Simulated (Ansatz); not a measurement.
# HN–CH, quartet: reading a ladder of total energies

Geometry: displaced at random from a stationary point.

```yaml
atoms:
  - { symbol: N, position_ang: [0.0439, -0.1306, 0.6554] }
  - { symbol: C, position_ang: [0.0253, 0.1111, -0.7401] }
  - { symbol: H, position_ang: [-0.2969, 0.7188, 1.1386] }
  - { symbol: H, position_ang: [-0.6149, -0.2276, -1.4266] }
```

Basis cc-pVDZ; Ansatz 0.2.0. Only valence electrons are correlated (noble-gas cores frozen), which leaves 11 electrons in 36 orbitals. R marks a restricted (for open shells ROHF) determinant, U an unrestricted one.

Full CI isn't at hand for all of this; UCCSDT(Q) serves as the reference, and is uncertain by about the last step of the cluster series.

Runs differ by some tens of microhartree through their thresholds and, for an open shell, their frozen cores, so steps under 0.03 kcal/mol mean nothing.

```tsv
level	total energy (hartree)
UHF	-93.310256
UMP2	-93.524316
UCCSD	-93.555237
UCCSD(T)	-93.560638
UCCSDT	-93.561381
UCCSDT(Q)	-93.561752
```

Task: What is the correlation energy at UCCSDT(Q), and what share of it do UMP2 and UCCSD recover?

Result: E(corr) = -93.561752 − (-93.310256) = -0.251496 hartree = -6.844 eV. UMP2: -0.214060 / -0.251496 = 85.11 %. UCCSD: -0.244981 / -0.251496 = 97.41 %.

Task: By how many kcal/mol does UCCSD(T) miss UCCSDT(Q) (1 hartree = 627.509 kcal/mol), and which steps make up the rest?

Result: -93.560638 − (-93.561752) = 0.001114 hartree = 0.70 kcal/mol. Steps: UCCSDT − UCCSD(T) = -0.47, UCCSDT(Q) − UCCSDT = -0.23 kcal/mol. That is within 1 kcal/mol of the reference in this basis, which itself misses far more of the correlation at the basis-set limit.
